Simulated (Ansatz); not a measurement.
# CH2NaO: the cost of one run

Program: Ansatz 0.2.0. Level of theory: UKS PBE0-D4/def2-SVP. These are calculated values, not measurements.

1 further run of the same task is left out (it didn't finish).

### 1 The starting structure

Bond lengths: O1–C2 1.525 Å, C2–Na3 2.564 Å, O1–H4 0.960 Å, C2–H5 1.177 Å. Angles: O1–C2–Na3 104.4°, O1–C2–H5 102.6°, Na3–C2–H5 104.7°, C2–O1–H4 106.8°.

Structure file:

```xyz
5

O     0.0455   -0.5722    0.9746
C     0.5780    0.2574   -0.1891
Na   -1.0543    2.2267   -0.3708
H     0.0964   -1.4918    0.7057
H     0.3345   -0.4201   -1.1204
```

### 2 Relaxing end A

Input file input.yaml:

```yaml
crystal:
  periodic: [false, false, false]
  atoms:
    - { symbol: O, position_ang: [0.04547, -0.57217, 0.97464] }
    - { symbol: C, position_ang: [0.57802, 0.25738, -0.18912] }
    - { symbol: Na, position_ang: [-1.05434, 2.22668, -0.37083] }
    - { symbol: H, position_ang: [0.0964, -1.49182, 0.70572] }
    - { symbol: H, position_ang: [0.33445, -0.42007, -1.12041] }
total_charge: -1
magnetization:
  spin_polarized: true
basis:
  gaussian: { orbitals: def2-SVP }
hamiltonian:
  xc: pbe0
  dispersion: d4
relax:
  f_tol: 0.02
  max_steps: 50
```

Command:

```sh
ansatz run input.yaml --threads 1 --pin off --max-ram 2048MiB --backend cpu --events-out ev --progress --plain --runs-dir out
```

Q: Estimate wall time and peak memory on 1 thread of Intel Xeon at 2.60GHz (Ice Lake), shared host.

About 29 s, with a peak of 0.16 GiB.
